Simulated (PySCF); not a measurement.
4-methyl-1,3-dioxolane, C₄H₈O₂.
SMILES with atom numbers: `[CH3:1][C@H:2]1[CH2:3][O:4][CH2:5][O:6]1` (hydrogens: H7, H8, H9 on C1; H10 on C2; H11, H12 on C3; H13, H14 on C5)

The same species was optimised twice, with GFN2-xTB and with PBE0-D3(BJ)/def2-SVP (PySCF), and the same property calculations (PySCF, gas phase) were run on both structures.

```
  coordinate  GFN2-xTB  PBE0-D3(BJ)/def2-SVP  change
   C2–C3 (Å)     1.549                 1.522  -0.027
   C1–C2 (Å)     1.523                 1.507  -0.016
   O4–C5 (Å)     1.394                 1.404  +0.010
   C2–O6 (Å)     1.424                 1.415  -0.009
   C3–O4 (Å)     1.411                 1.404  -0.007
   C5–O6 (Å)     1.398                 1.396  -0.002
C3–O4–C5 (°)     104.7                 107.6    +2.9
C1–C2–C3 (°)     113.5                 116.3    +2.8
C3–C2–O6 (°)     103.5                 101.0    -2.5
C2–C3–O4 (°)     104.1                 102.9    -1.2
O4–C5–O6 (°)     107.1                 108.0    +0.9
C2–O6–C5 (°)     107.2                 107.6    +0.4
C1–C2–O6 (°)     109.7                 109.9    +0.2
```

Rotational constants: A = 6575, B = 3474, C = 2671 MHz (GFN2-xTB) against A = 7299, B = 3309, C = 2491 MHz (PBE0-D3(BJ)/def2-SVP). Some torsions differ by more than 30° (C1–C2–C3–O4 107° against 154°; C2–C3–O4–C5 30° against -27°; C3–O4–C5–O6 -38° against 8°), so the changes below aren't those of bond lengths and angles alone. Point groups within 0.08 Å: C1 and C1. Atoms that the bonding makes alike are paired by their places after alignment.

On the GFN2-xTB structure: lowest singlet, TDDFT (eV) 7.62 [wB97X-D/def2-SVPD]; lowest triplet, Tamm–Dancoff (eV) 7.51 [wB97X-D/def2-SVPD]; isotropic polarisability (au) 54.6 [wB97X-D/def2-SVPD]; HOMO (eV) -9.51 [wB97X-D/def2-SVPD]; LUMO (eV) 2.36 [wB97X-D/def2-SVPD]; dipole (D) 1.52 [wB97X-D/def2-SVPD]; HOMO (eV) -7.48 [PBE0/pcSseg-1]; LUMO (eV) 1.50 [PBE0/pcSseg-1]; dipole (D) 1.47 [PBE0/pcSseg-1]; GIAO shielding of C1 (ppm) 162.6 [PBE0/pcSseg-1]; GIAO shielding of C2 (ppm) 111.6 [PBE0/pcSseg-1]; GIAO shielding of C3 (ppm) 112.5 [PBE0/pcSseg-1]; GIAO shielding of O4 (ppm) 255.5 [PBE0/pcSseg-1]; GIAO shielding of C5 (ppm) 86.2 [PBE0/pcSseg-1]; GIAO shielding of O6 (ppm) 236.7 [PBE0/pcSseg-1].

Problem. What do these properties become on the PBE0-D3(BJ)/def2-SVP structure?

Solution. 
| property | level | on GFN2-xTB | on PBE0-D3(BJ)/def2-SVP | change |
| --- | --- | --- | --- | --- |
| lowest singlet, TDDFT (eV) | wB97X-D/def2-SVPD | 7.62 | 7.44 | -0.18 |
| lowest triplet, Tamm–Dancoff (eV) | wB97X-D/def2-SVPD | 7.51 | 7.34 | -0.17 |
| isotropic polarisability (au) | wB97X-D/def2-SVPD | 54.6 | 55.2 | +0.6 |
| HOMO (eV) | wB97X-D/def2-SVPD | -9.51 | -9.29 | +0.22 |
| LUMO (eV) | wB97X-D/def2-SVPD | 2.36 | 2.36 | 0.00 |
| dipole (D) | wB97X-D/def2-SVPD | 1.52 | 1.34 | -0.18 |
| energy, GFN2-xTB geometry as zero (kcal/mol) | wB97X-D/def2-SVPD | 0.0 | -0.4 | -0.4 |
| HOMO (eV) | PBE0/pcSseg-1 | -7.48 | -7.25 | +0.23 |
| LUMO (eV) | PBE0/pcSseg-1 | 1.50 | 1.45 | -0.05 |
| dipole (D) | PBE0/pcSseg-1 | 1.47 | 1.33 | -0.14 |
| energy, GFN2-xTB geometry as zero (kcal/mol) | PBE0/pcSseg-1 | 0.0 | 0.1 | +0.1 |
| GIAO shielding of C1 (ppm) | PBE0/pcSseg-1 | 162.6 | 166.9 | +4.3 |
| GIAO shielding of C2 (ppm) | PBE0/pcSseg-1 | 111.6 | 111.0 | -0.6 |
| GIAO shielding of C3 (ppm) | PBE0/pcSseg-1 | 112.5 | 111.3 | -1.2 |
| GIAO shielding of O4 (ppm) | PBE0/pcSseg-1 | 255.5 | 270.3 | +14.8 |
| GIAO shielding of C5 (ppm) | PBE0/pcSseg-1 | 86.2 | 85.0 | -1.2 |
| GIAO shielding of O6 (ppm) | PBE0/pcSseg-1 | 236.7 | 241.1 | +4.4 |

The heavy atoms differ by 0.296 Å rms after alignment. Among bonds between heavy atoms C2–C3 changes most (-0.027 Å). Changes are differences of the printed values. Neither structure is proved a minimum here.

The pairwise dispersion term of wB97X-D wasn't added to the energies; at a given geometry it leaves orbitals and properties as they are.
